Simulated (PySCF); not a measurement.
## Multinuclear NMR of C2ClF3

Molfile (atoms numbered from 1):
```
C2ClF3
     RDKit          3D

  6  5  0  0  0  0  0  0  0  0999 V2000
    0.4164   -1.4140    1.0502 F   0  0  0  0  0  0  0  0  0  0  0  0
    0.2119   -0.1941    0.6232 C   0  0  0  0  0  0  0  0  0  0  0  0
    0.4451    0.7046    1.5427 F   0  0  0  0  0  0  0  0  0  0  0  0
   -0.1880    0.0901   -0.6068 C   0  0  0  0  0  0  0  0  0  0  0  0
   -0.4035   -0.8805   -1.4813 F   0  0  0  0  0  0  0  0  0  0  0  0
   -0.4564    1.6631   -1.1723 Cl  0  0  0  0  0  0  0  0  0  0  0  0
  1  2  1  0
  2  3  1  0
  2  4  2  3
  4  5  1  0
  4  6  1  0
M  END
```

Non-relativistic, one conformer, no solvent model. Geometry: PBE0-D3(BJ)/def2-TZVP; σ from GIAO-B97-2/pcSseg-2; PySCF 2.14.

Predict the 19F NMR data.

Results:


```tsv
atoms	environment	σ (ppm)	δ (ppm)
F1	vinylic fluorine	278.9	-101.4
F3	vinylic fluorine	297.9	-119.4
F5	vinylic fluorine	324.5	-144.7
```

Shieldings were converted by a linear fit to measured shifts: 19F (scatter 4.2 ppm rms, 5.7 ppm with the 8 outliers that the fit left out vs CFCl3, solution or neat liquid, with a term for F on sp3 carbon). A few per cent of atoms miss by over 2 rms, more outside the fitted compound classes.

On a 400 MHz spectrometer 19F resonates near 376.4 MHz, so 1 ppm is 376.4 Hz.
